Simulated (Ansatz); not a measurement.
Relaxation of BH₃SSi (6 atoms, charge 0, multiplicity 1), to a largest force component of 0.015 eV/Å in at most 40 steps.

Computed with RKS BLYP/def2-mTZVP in Ansatz.

```xyz
6
Properties=species:S:1:pos:R:3
B -1.324 -0.426 -0.555
Si 0.309 0.362 -0.687
S 1.224 0.612 1.285
H -1.972 -1.377 -0.443
H 1.201 1.200 -1.471
H 0.562 -0.371 1.871
```

Problem. Where does it end, and by what steps?

Solution. It converged. After 38 steps the energy has fallen by 1.335 eV; B1 moved furthest, 1.37 Å. Parted: Si2–S3 (2.19 → 3.45 Å). Joined: B1–S3 (3.31 → 1.80 Å).

| step | energy less start (eV) | largest force component (eV/Å) | accepted |
| --- | --- | --- | --- |
| 0 | 0.0000 | 0.861 | yes |
| 2 | -0.2710 | 0.838 | yes |
| 4 | -0.3502 | 0.220 | yes |
| 6 | -0.3882 | 0.157 | yes |
| 8 | -0.4060 | 0.111 | yes |
| 10 | -0.4314 | 0.415 | yes |
| 12 | -0.4440 | 0.200 | yes |
| 14 | -0.4789 | 0.234 | yes |
| 16 | -0.6974 | 0.621 | yes |
| 18 | -0.9552 | 0.695 | yes |
| 20 | -1.0421 | 0.348 | yes |
| 22 | -1.0610 | 0.072 | yes |
| 24 | -1.0695 | 0.272 | yes |
| 26 | -1.0909 | 0.474 | yes |
| 28 | -1.1096 | 1.003 | yes |
| 30 | -1.2514 | 0.532 | yes |
| 32 | -1.3205 | 0.290 | yes |
| 34 | -1.3341 | 0.053 | yes |
| 36 | -1.3347 | 0.016 | yes |
| 38 | -1.3347 | 0.011 | yes |

```xyz
6
Properties=species:S:1:pos:R:3
B -0.070 -0.231 -0.039
Si 0.797 -0.121 -1.836
S 0.640 -0.091 1.609
H -1.232 -0.535 -0.128
H 0.327 1.337 -1.984
H -0.462 -0.359 2.378
```

Whether the end is a true minimum wasn't checked by a vibrational analysis.

The run took 91 s on 1 thread of Intel(R) Xeon(R) Processor @ 2.70GHz (shared host), peak memory 0.15 GiB.
